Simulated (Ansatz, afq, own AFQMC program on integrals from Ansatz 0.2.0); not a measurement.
**I, doublet: AFQMC among the cluster methods**

A free I atom.

Basis def2-SVP with its core potentials. Noble-gas cores (and the filled d shells of Ga–Kr and In–Xe) are frozen. Ansatz 0.2.0 and our own AFQMC program on the same integrals; the CISD trial comes from CCSD amplitudes, and released means the phaseless constraint is let go. Free AFQMC starts from the CCSD state and is never constrained. Its projection time is finite, and what remains of the start isn't in its error. ± is one standard error of the sampling. No spin–orbit coupling.

Determinant: UHF, the one that the program's search chose, which needn't be the lowest solution.

Full CI on the same integrals is exact in this basis and with this determinant's frozen core.

Cautions: no spin-orbit coupling; inner d shell frozen.

The T1 diagnostic is 0.0054. The weight of the determinant in the CISD state is 0.950 and the ⟨S²⟩ of the determinant is 0.756. The size of the correlated space is 7 electrons in 17 orbitals.

```
  level  correlation energy (eV)
    MP2                  -2.1209
   CCSD                  -2.4618
CCSD(T)                  -2.4830
```

**Question.** Estimate where phaseless AFQMC with a CISD trial lies against CCSD(T) on the same integrals.

**Answer.** 0.6 ± 0.2 kJ/mol below CCSD(T).

Reference: full CI, correlation energy -2.491 eV. The released energy is read at 1.50 1/Eh (meV from the phaseless value at times in 1/Eh: 0.5 ± 0.7 at 0.24, -0.2 ± 0.4 at 0.50, -1.0 ± 0.5 at 1.00, -1.0 ± 0.3 at 1.50).

```
         level  E − E(reference) (kJ/mol)  share of correlation (%)
       CCSD(T)                        0.8                     99.69
         CCSDT                        0.4                     99.85
      CCSDT(Q)                        0.0                     99.98
        CCSDTQ                        0.0                    100.00
   ph-AFQMC/HF                  3.5 ± 1.2                     98.56
 ph-AFQMC/CISD                  0.1 ± 0.2                     99.94
released AFQMC                 0.1 ± 0.03                     99.98
    free AFQMC                 0.0 ± 0.03                     99.99
```

CCSDT and higher add their correlation energy to the determinant of the CCSD(T) run, since their own runs factorise the integrals more tightly (a shift of under 2 meV). Free projections are given only where their last times agree within the noise and don't stop above the reference; a slow remainder of the start can still hide under it. A walk keeps the symmetry of its determinant, which the program's search chose and which needn't be the lowest solution, so a lower state of the same spin and another symmetry isn't excluded. Released energies are given only where the last usable release times agree within the noise; a slower fall can still hide under it.
